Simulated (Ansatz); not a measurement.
`CC(=N)C#N` → `N=C1CC1=N`  (isomerisation)

Gas-phase electronic energies from Ansatz, PBE0-D4/def2-TZVP geometries. CCSD(T)/CBS adds triple-zeta CCSD(T) − MP2 to the extrapolated MP2 energy (def2 sets, frozen cores). DFT in def2-TZVPP. B3LYP here is the variant with VWN-RPA as its local correlation; programs differ in this. HSE06 is defined as in plane-wave codes. One conformer a species, not always the lowest.

`CC(=N)C#N`:

```xyz
9

C    -0.154    0.368   -0.922
C    -0.071   -0.180    0.469
N    -1.019   -0.443    1.266
C     1.279   -0.432    0.937
N     2.372   -0.608    1.246
H     0.313   -0.322   -1.629
H    -1.194    0.530   -1.208
H     0.390    1.314   -0.989
H    -1.916   -0.227    0.831
```

`N=C1CC1=N`:

Z-matrix (Å, degrees):
```
C
C 1 1.491
C 1 1.491 2 57.8
H 1 1.089 2 118.4 3 107.4
H 1 1.090 2 118.4 3 -107.4
N 2 1.255 1 143.3 3 180.0
N 3 1.255 1 143.3 2 -180.0
H 6 1.022 2 110.6 1 180.0
H 7 1.022 3 110.6 1 179.9
```

| level | ΔE (eV) | difference from CCSD(T)/CBS |
| --- | --- | --- |
| LDA (SPW92) | 1.52 | -0.66 |
| PBE-D4 | 1.74 | -0.44 |
| revPBE-D4 | 1.79 | -0.39 |
| BLYP-D4 | 2.00 | -0.18 |
| r2SCAN-D4 | 1.89 | -0.29 |
| B97M-V | 1.91 | -0.27 |
| PBE0-D4 | 1.81 | -0.37 |
| B3LYP-D4 | 2.03 | -0.15 |
| r2SCANh-D4 | 1.90 | -0.28 |
| r2SCAN0-D4 | 1.92 | -0.26 |
| BHLYP-D4 | 2.14 | -0.04 |
| CAM-B3LYP-D4 | 2.05 | -0.13 |
| ωB97X-V | 2.00 | -0.18 |
| ωB97M-V | 2.06 | -0.12 |
| B2PLYP | 2.18 | 0.00 |
| PBE-QIDH | 2.04 | -0.14 |
| PBE | 1.74 | -0.44 |
| revPBE | 1.79 | -0.39 |
| BLYP | 2.00 | -0.18 |
| r2SCAN | 1.89 | -0.29 |
| PBE0 | 1.81 | -0.37 |
| B3LYP | 2.03 | -0.15 |
| r2SCANh | 1.90 | -0.28 |
| HSE06 | 1.81 | -0.37 |
| BHLYP | 2.14 | -0.04 |
| CAM-B3LYP | 2.05 | -0.13 |
| HF/def2-SVP | 2.42 | 0.24 |
| MP2/def2-SVP | 2.36 | 0.18 |
| CCSD/def2-SVP | 2.31 | 0.13 |
| CCSD(T)/def2-SVP | 2.29 | 0.11 |
| HF/def2-TZVPP | 2.44 | 0.26 |
| MP2/def2-TZVPP | 2.29 | 0.11 |
| SCS-MP2/def2-TZVPP | 2.35 | 0.17 |
| CCSD/def2-TZVPP | 2.25 | 0.07 |
| CCSD(T)/def2-TZVPP | 2.22 | 0.04 |
| HF/def2-QZVPP | 2.44 | 0.26 |
| MP2/def2-QZVPP | 2.27 | 0.09 |
| SCS-MP2/def2-QZVPP | 2.33 | 0.15 |
| HF/CBS(def2) | 2.44 | 0.26 |
| CCSD/CBS(def2) | 2.22 | 0.04 |
| CCSD(T)/CBS | 2.18 | 0 |

Task: What do rigid-rotor, harmonic-oscillator terms from PBE0-D4/def2-TZVP frequencies (298.15 K, 1 bar) make of the CCSD(T)/CBS value? (Best estimate.)

Result: The calculation gave: ΔZPE = -0.02 eV, ΔH = +2.15 eV, ΔS = -15 J/(mol·K), ΔG = +2.20 eV.

Largest T1 diagnostic among the species: 0.013.

From PBE to PBE0 (25 % exact exchange), in def2-TZVPP and without D4, ΔE moves by +0.07 eV. At CCSD(T), def2-SVP lies +0.11 eV from the extrapolated value and def2-TZVPP +0.04 eV.
